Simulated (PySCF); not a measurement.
One molecule, one basis, several functionals.

Ethynylalumane, C₂H₃Al.
SMILES with atom numbers: `[CH:1]#[C:2][AlH2:3]` (hydrogens: H4 on C1; H5, H6 on Al3)

PySCF, def2-SVPD basis, density fitting, gas phase, PBE0-D3(BJ)/def2-SVP geometry; singlet excitations by full TDDFT with frozen cores, triplets by Tamm–Dancoff TDDFT and ionisation energies by ΔSCF, from the lowest of the holes tried. One functional is left out:

```
functional  exact exchange (%)  HOMO energy (eV)  LUMO energy (eV)  lowest singlet excitation (eV)  lowest triplet excitation (eV)  dipole moment (D)  mean polarisability (au)  vertical ionisation energy (eV)
       LDA                   0             -6.94             -2.93                            4.09                            3.90              0.577                      53.7                            10.00
       PBE                   0             -6.83             -2.68                            4.20                            3.96              0.603                      52.7                             9.88
      PBE0                  25             -8.03             -1.89                            4.62                            4.26              0.565                      50.7                            10.18
 BHandHLYP                  50             -9.09             -1.07                            4.81                            4.34              0.537                      49.2                            10.25
```

**Question.** Predict the row of B3LYP (20 % exact exchange) by straight lines through the other rows, and check it.

**Answer.** 
```json
{"property": "HOMO energy (eV)", "line": "-7.78", "computed": "-7.80", "computed − line": "-0.02", "PBE0 (25 %), for comparison": "-8.03"}
{"property": "LUMO energy (eV)", "line": "-2.10", "computed": "-2.10", "computed − line": "0.00", "PBE0 (25 %), for comparison": "-1.89"}
{"property": "lowest singlet excitation (eV)", "line": "4.45", "computed": "4.49", "computed − line": "+0.04", "PBE0 (25 %), for comparison": "4.62"}
{"property": "lowest triplet excitation (eV)", "line": "4.13", "computed": "4.24", "computed − line": "+0.11", "PBE0 (25 %), for comparison": "4.26"}
{"property": "dipole moment (D)", "line": "0.569", "computed": "0.566", "computed − line": "-0.003", "PBE0 (25 %), for comparison": "0.565"}
{"property": "mean polarisability (au)", "line": "51.5", "computed": "51.1", "computed − line": "-0.4", "PBE0 (25 %), for comparison": "50.7"}
{"property": "vertical ionisation energy (eV)", "line": "10.09", "computed": "10.15", "computed − line": "+0.06", "PBE0 (25 %), for comparison": "10.18"}
```

**Question.** Which of these properties follows the share of exact exchange most closely, and which least?

**Answer.** Most closely the HOMO energy, least the dipole moment; the correlations over the tabulated rows are HOMO energy -0.999, LUMO energy 0.992, mean polarisability -0.972, lowest singlet excitation 0.970, lowest triplet excitation 0.952, vertical ionisation energy 0.924, dipole moment -0.921. The HOMO energy moves by -0.443 eV for every 10 %. Functionals with the same share still differ in their other parts: at 0 % LDA and PBE differ by 0.11 eV in it.
